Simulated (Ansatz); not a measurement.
# BSiNH (doublet): from Hartree-Fock to the top rungs, def2-QZVPP

One table from this session's results is given with a row withheld; the runs are named, their logs left out.

The runs use Ansatz 0.2.0, Gaussian basis; def2-QZVPP, core rule «outside noble gas», up to 7 orbitals frozen.

The runs, in order: UHF; ROHF; CCSD(T) on UHF.

2 further runs of the same task are left out: 2 set aside as unsound or not needed.

### The system

The geometry is a PBE0/def2-TZVP stationary point (not a proven minimum).

4 atoms, charge 0, spin multiplicity 2.

Atoms are counted from 1 here; the program's logs count them from 0.

Bond lengths: B1–N2 1.375 Å, B1–Si3 1.996 Å, N2–Si3 1.766 Å, N2–H4 1.011 Å. Angles: N2–B1–Si3 59.8°, B1–N2–Si3 77.8°, B1–N2–H4 141.7°, Si3–N2–H4 140.4°, B1–Si3–N2 42.3°.

Set-up of the first run:

File in.yaml:

```yaml
crystal:
  periodic: [false, false, false]
  atoms:
    - {symbol: B, position_ang: [0.000000, -0.897712, 0.910090]}
    - {symbol: N, position_ang: [0.000000, 0.476424, 0.875935]}
    - {symbol: Si, position_ang: [0.000000, 0.061811, -0.840355]}
    - {symbol: H, position_ang: [0.000000, 1.285841, 1.482090]}
basis:
  gaussian: {orbitals: "def2-QZVPP.json"}
magnetization: {spin_polarized: true, initial_magnetization: 1}
hamiltonian: {xc: hf}
output: {orbitals: {seedname: orbitals}}
```

The run is started by

```
ansatz run in.yaml --threads 1 --pin off --events-out ev --progress --plain --max-ram 2393MiB
```

Among the steps run: UHF; ROHF; CCSD(T) on UHF.

One of the session's tables, all rows but one given; the rest of the session is left out.

It belongs to the step «Misses and costs». 

```
  method  from UCCSD(T) (kJ/mol)
    ROHF                       ?
     UHF                 +1141.0
    UMP2                  +108.0
   UCCSD                   +60.3
UCCSD(T)                       0
```

Q: Estimate the row for ROHF from the others.

The run gave: from UCCSD(T) (kJ/mol): +1152.2. In the column «from UCCSD(T) (kJ/mol)» it is the highest.
